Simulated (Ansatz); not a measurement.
# SiNH₃F, doublet: from triple and quadruple zeta to the limit

```xyz
6

Si    0.3623    1.7078    1.4984
N    -0.6960    2.5968    0.4805
F     1.6522    2.6241    1.9110
H    -0.4290    1.4025    2.7367
H    -1.6972    2.5946    0.6389
H    -0.4567    2.8821   -0.4617
```

Connectivity, by distances: NH2–SiH–F.

Ansatz 0.2.0, UHF determinant, valence electrons correlated. Energies in eV.

```tsv
set	X	functions	Hartree–Fock	MP2 correlation	CCSD(T) correlation	time
def2-TZVPP	3	146	-12101.0006	-15.4332	-16.4740	2.7 s on 1 × NVIDIA H100 80GB HBM3 with 2 threads of AMD EPYC 7R13 Processor (Zen 3), with other jobs on the host
def2-QZVPP	4	274	-12101.4768	-16.7575	-17.7332	6.5 s on 1 × NVIDIA H100 80GB HBM3 with 2 threads of AMD EPYC 7R13 Processor (Zen 3), on a shared host
```

Hartree–Fock is taken to follow E(X) = E∞ + A·exp(−7.88·√X), correlation E(X) = E∞ + B·X^−2.97.

Q: Work out the CCSD(T) energy at the limit, and how far the shortcut misses it that extrapolates MP2 and adds CCSD(T) minus MP2 from the smaller set.

A: Hartree–Fock: E∞ = E4 + 0.1377·(E4 − E3) = -12101.5424. Correlation: E∞ = E4 + 0.7407·(E4 − E3) = -18.6659 for CCSD(T) and -17.7384 for MP2. The limit is -12120.2083 eV, 0.998 eV below def2-QZVPP. The shortcut gives a correlation energy of -17.7384 + (-1.0408) = -18.7792, 113 meV lower than the direct value.

Past Ne part of the Hartree–Fock step between the two sets comes from the cores, which don't follow the formula, so the 66 meV that it adds to the total can overshoot; that part largely cancels in differences.
